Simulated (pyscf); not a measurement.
# Four-centre exchange: Cl–Zn–Cl + hydrogen chloride (HCl) → chlorine (Cl–Cl) + Cl–ZnH

Gas phase, singlet surface, charge 0. Bonds broken: Cl1–Zn2, Cl4–H5. Bonds formed: Cl1–Cl4, Zn2–H5. PySCF, gas phase, ωB97X-D3(BJ)/def2-SVP geometries.

Transition state (Å):

```xyz
5

Cl    -1.2046     0.6711     0.5124
Zn     1.0772     0.4075    -0.2235
Cl     2.8485     0.8668     0.8435
Cl    -1.6738    -0.2251    -1.6973
H      0.2066    -0.1342    -1.5301
```

One imaginary mode, 1471i cm⁻¹; descent along it reached the two sides named, in the forms told below.

```
bond     change  reactant side (Å)  saddle  product side
-------  ------  -----------------  ------  ------------
Cl1–Zn2  breaks              2.142   2.412           2.8
Cl4–H5   breaks              1.297   1.890           4.6
Cl1–Cl4   forms                3.4   2.430         2.036
Zn2–H5    forms                2.7   1.661         1.527
```

Electronic energies relative to the separated reactants (kcal/mol):

```tsv
level	barrier	reaction energy	reverse barrier
ωB97X-D3(BJ)/def2-TZVP	118.6	+70.2	48.3
B3LYP-D3(BJ)/def2-TZVP	104.8	+66.0	38.8
PBE0-D3(BJ)/def2-TZVP	109.6	+68.2	41.3
M06-2X/def2-TZVP	115.6	+71.2	44.4
ωB97M-D3(BJ)/def2-TZVP	116.9	+67.9	49.0
HF/def2-TZVP	147.6	+77.4	70.2
```

With ωB97M-D3(BJ)/def2-TZVP energies and thermal terms (ideal gas, 1 atm, RRHO with modes under 100 cm⁻¹ raised to 100, one conformer, R ln 2 for chiral ones without a mode under 150 cm⁻¹), in kcal/mol:

```tsv
T (K)	ΔH‡	ΔG‡	ΔH	ΔG
298	114.6	122.7	+66.8	+66.5
600	114.7	130.8	+66.6	+66.3
900	114.9	138.9	+66.7	+66.1
1200	115.2	146.8	+66.8	+65.9
```

On the reactant side the descent ends in an adduct with a Cl–Zn contact, 7.8 kcal/mol under the separated species and 126.4 kcal/mol under the saddle at ωB97X-D3(BJ)/def2-TZVP. On the product side the descent ends in a complex, 4.1 kcal/mol under the separated species and 52.4 kcal/mol under the saddle at ωB97X-D3(BJ)/def2-TZVP. The same reactants have a lower exit, to Cl• + [Cl–Zn]• + HCl (no saddle counted: cutting one bond costs +102.1 kcal/mol at ωB97M-D3(BJ), against +116.9 kcal/mol here). This is the saddle that the search found; another between the same sides may lie lower. One closed-shell reference is unstable to symmetry breaking; treat the single-reference values with care. Elements up to Kr have no core potential and no relativistic terms here.
